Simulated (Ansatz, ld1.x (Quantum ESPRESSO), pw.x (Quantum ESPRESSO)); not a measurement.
pw.x on sc Mg: one setting changed

Potential: norm-conserving Troullier–Martins (Kleinman–Bylander form), ld1.x (Quantum ESPRESSO) 7.5, LDA (PW92); core [Ne], reference 3s2 3p0; waves: 3s (bound): rc 2.05 bohr; 3p (bound, empty): rc 3.35 bohr; 3d channel at 0.25 Ry: rc 3.50 bohr; local part: all-electron potential smoothed inside 2.80 bohr (lloc = -1); core correction: Bessel-smoothed model core inside 2.00 bohr.

The reference run (k-mesh 11³, cutoffs 50/200 Ry, Fermi–Dirac 0.01 Ry, mixing_beta 0.4, conv_thr 1e-9, no spin) gives -0.29 GPa at 26.092 Å³/atom, where all-electron LAPW gives -0.14 GPa. This run, with its own iteration cap, changes k-mesh shift to 1.

```
&control
  calculation='scf', prefix='x', pseudo_dir='./', outdir='./tmp', tstress=.true., disk_io='none'
/
&system
  ibrav=0, nat=1, ntyp=1, ecutwfc=50, ecutrho=200, nbnd=8,
  occupations='smearing', smearing='fd', degauss=0.01
/
&electrons
  conv_thr=1e-09, mixing_beta=0.4, electron_maxstep=70
/
ATOMIC_SPECIES
Mg 1.0 Mg.UPF
CELL_PARAMETERS angstrom
  2.96598618 0.00000000 0.00000000
  0.00000000 2.96598618 0.00000000
  0.00000000 0.00000000 2.96598618
ATOMIC_POSITIONS crystal
Mg 0.0000 0.0000 0.0000
K_POINTS automatic
11 11 11 1 1 1
```

```bash
pw.x < Mg.scf.in > Mg.scf.out
```

Task: How does the run end?

Result: It converges in 6 iterations; the free energy moves by +7.7 meV/atom and the pressure by +0.01 GPa.

```
Message from routine setup:
     using ibrav=0 with symmetry is DISCOURAGED, use correct ibrav instead
     lattice parameter (alat)  =       5.6049  a.u.
     unit-cell volume          =     176.0775 (a.u.)^3
     number of electrons       =         2.00
     number of Kohn-Sham states=            8
     kinetic-energy cutoff     =      50.0000  Ry
     charge density cutoff     =     200.0000  Ry
     scf convergence threshold =      1.0E-09
     Exchange-correlation= PW
     number of k points=    56  Fermi-Dirac smearing, width (Ry)=  0.0100
     iteration #  1     ecut=    50.00 Ry     beta= 0.40
     total energy              =      -2.70233329 Ry
     estimated scf accuracy    <       0.00315591 Ry
     iteration #  2     ecut=    50.00 Ry     beta= 0.40
     total energy              =      -2.70194895 Ry
     estimated scf accuracy    <       0.00098369 Ry
     iteration #  3     ecut=    50.00 Ry     beta= 0.40
     total energy              =      -2.70198975 Ry
     estimated scf accuracy    <       0.00000166 Ry
     iteration #  4     ecut=    50.00 Ry     beta= 0.40
     total energy              =      -2.70199001 Ry
     estimated scf accuracy    <       0.00000005 Ry
     iteration #  5     ecut=    50.00 Ry     beta= 0.40
     total energy              =      -2.70199001 Ry
     estimated scf accuracy    <       0.00000001 Ry
     iteration #  6     ecut=    50.00 Ry     beta= 0.40
     the Fermi energy is     2.5702 ev
!    total energy              =      -2.70199001 Ry
     estimated scf accuracy    <          1.1E-10 Ry
     smearing contrib. (-TS)   =      -0.00223759 Ry
     The total energy is F=E-TS. E is the sum of the following terms:
     one-electron contribution =       1.15483463 Ry
     hartree contribution      =       0.00526832 Ry
     xc contribution           =      -1.83498662 Ry
     ewald contribution        =      -2.02486875 Ry
     convergence has been achieved in   6 iterations
          total   stress  (Ry/bohr**3)                   (kbar)     P=       -2.84
     Message from routine punch:
     Nothing written, as per user request (disk_io='none')
```

The run took about 2.5 s on one core of a shared host (Neoverse-V2, 96 threads, 742 GiB, load 28).
